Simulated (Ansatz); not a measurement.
For hcp Lu, PBEsol in Ansatz (PAW) gives:

- lattice constant a = 3.444 Å
- lattice parameter c = 5.351 Å

Q: What does r²SCAN-D4 (Ansatz, a quantum-chemistry and plane-wave program, plane waves, PAW) give for the same quantities?

A: 
- lattice constant a: 3.497 Å (grows by 1.5 %)
- lattice parameter c: 5.459 Å (rises by 2.0 %)

For comparison: lattice constant a 3.505 Å (measured, 293 K, not corrected to a static lattice; as tabulated in Wikipedia's data pages); lattice parameter c 5.549 Å (measured, 293 K, no zero-point or thermal correction, sources range from 5.549 to 5.563; as tabulated in Wikipedia's data pages).

Changes are worked out from the printed values.

Unless a cell is named, each level is at its own relaxed cell (PBEsol 27.48, r²SCAN-D4 28.91 Å³/atom).

Levels without +SOC leave out spin–orbit coupling, which shifts energies and cells of such heavy elements.

Ansatz's density-functional and Hartree–Fock values are scalar-relativistic unless marked +SOC, with PAW data made under PBE.
